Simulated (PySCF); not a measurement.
These compounds are isomers of formula C$_{5}$H$_{7}$N.

A. SMILES C=CC(=C)N=C
B. SMILES C1(=C)[C@@H](N=C)C1
C. SMILES C=C(C#N)CC

Spectrum 1. 1H NMR (400 MHz, computed): δ 7.90 (d, J = 17.2 Hz, 1H), 7.16 (dd, J = 17.2, 1.3 Hz, 1H), 5.98 (m, 1H), 5.94 (qd, J = 2.7, 1.3 Hz, 1H), 3.18 (m, 1H), 1.82 (m, 1H), 1.77 (m, 1H). 13C{1H} NMR (computed): δ 152.3 (CH2), 145.1 (C), 112.2 (CH2), 48.5 (CH), 18.3 (CH2).

Spectrum 2. 1H NMR (400 MHz, computed): δ 7.75 (d, J = 17.9 Hz, 1H), 7.20 (d, J = 17.9 Hz, 1H), 6.53 (dd, J = 18.2, 11.9 Hz, 1H), 5.97 (d, J = 18.2 Hz, 1H), 5.57 (dt, J = 11.9, 1.3 Hz, 1H), 4.48 (d, J = 1.6 Hz, 1H), 4.33 (d, J = 1.0 Hz, 1H). 13C{1H} NMR (computed): δ 164.5 (C), 152.5 (CH2), 142.0 (CH), 124.6 (CH2), 101.9 (CH2).

Spectrum 3. 1H NMR (400 MHz, computed): δ 6.11 (s, 1H), 6.06 (t, J = 1.5 Hz, 1H), 2.29 (qd, J = 8.0, 1.5 Hz, 2H), 1.27 (t, J = 8.0 Hz, 3H). 13C{1H} NMR (computed): δ 137.6 (CH2), 133.8 (C), 123.4 (C), 35.2 (CH2), 16.8 (CH3).

- GFN2-xTB structure
- spin–spin couplings from B3LYP/pcJ-1 (spin–dipole term left out of most H,H and C,H couplings)
- shieldings: GIAO PBE0/pcSseg-1
- program: PySCF 2.14.0 with density-fitted response routines
- equivalent nuclei averaged, no solvent, non-relativistic Hamiltonian, one computed conformer

Shifts are taken against calculated references (same method and geometry level): 1H (σ = 31.72 ppm) and 13C (σ = 186.93 ppm) against TMS. Multiplet labels drop J under 1 Hz and among equivalent protons, and merge close values. Unscaled 3J(H,H) run several per cent high. Shifts are as computed. Against solution values, carbons near 30 ppm lie about +3 ppm off and those near 130 ppm about +5 ppm. Of 1211 compounds with measured shifts, 218 miss one by over three times the rms of a fit or turn the order of signals round; such compounds aren't used in these exercises.

Which spectrum belongs to which compound?

## Answers

1–B, 2–A, 3–C.

- Spectrum 1 (B): 5 13C signals; δC 145.1 is a fully substituted alkene carbon; δC 112.2 is a terminal =CH2 carbon.
- Spectrum 2 (A): 5 13C signals; δC 164.5 is a fully substituted alkene carbon; δC 142.0 is an alkene CH.
- Spectrum 3 (C): 5 13C signals; δC 137.6 is a terminal =CH2 carbon; δC 133.8 is a fully substituted alkene carbon.
